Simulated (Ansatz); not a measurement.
For rutile SnO2, BLYP (Ansatz, a program for electronic structure, plane waves, PAW) gives:

lattice parameter a: 4.880 Å
lattice parameter c: 3.265 Å
bulk modulus B0: 151 GPa

Question: What does r²SCAN-D4 in Ansatz (plane waves, PAW) give for the same quantities?

Answer: 
- lattice constant a: 4.748 Å (decreases by 2.7 %)
- lattice parameter c: 3.197 Å (falls by 2.1 %)
- bulk modulus: 207 GPa (grows by 37 %)

For comparison: lattice constant a 4.737 Å (measured, room temperature, no zero-point or thermal correction; as tabulated in Hiroi (2015), arXiv:1503.02262); lattice parameter c 3.186 Å (measured, room temperature, no zero-point or thermal correction; as tabulated in Hiroi (2015), arXiv:1503.02262); bulk modulus 212 GPa (measured, temperature not stated, no zero-point or thermal correction, from measured elastic constants; as tabulated in Toher et al. (2017), arXiv:1611.05714).

Changes are worked out from the printed values.

Unless a cell is named, each level is at its own relaxed cell (BLYP 12.96, r²SCAN-D4 12.01 Å³/atom).

Ansatz's density-functional and Hartree–Fock values are scalar-relativistic unless marked +SOC, with PAW data made under PBE.
